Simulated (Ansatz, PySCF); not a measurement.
Complex: H2O (SMILES O) (first 3 atoms) with CH4O (SMILES CO); geometry from S66by8 set.
(charge 0, multiplicity 1):
```xyz
9

O     -2.01092     0.07967     0.12515
H     -2.42759     0.87855     0.45092
H     -1.08189     0.19043     0.36610
O      0.87476     0.17582     0.51485
H      1.24274    -0.39626     1.19238
C      1.33976    -0.29581    -0.74731
H      0.90895     0.35528    -1.50043
H      2.42573    -0.24502    -0.82162
H      1.01142    -1.31568    -0.94639
```

Monomers are frozen at their geometry in the pair; levels with a basis set take the counterpoise correction. Rows marked so take none.

Rows in 6-31G* carry no dispersion term and start afresh at each structure (6-31G* with six Cartesian d functions).

Run with Ansatz (an electronic-structure program) with Gaussian orbitals; PySCF for 6-31G* rows, the dispersion terms. Each number belongs to the level named beside it.

Problem. Predict the interaction energy from BP86/6-31G* (no counterpoise).

Solution. -281 meV

Problem. Estimate the interaction energy that revPBE-D3(BJ)/def2-TZVPPD returns for this input.

Solution. -213 meV

Problem. Give the interaction energy at the level wB97X-V/def2-TZVPPD.

Solution. -240 meV
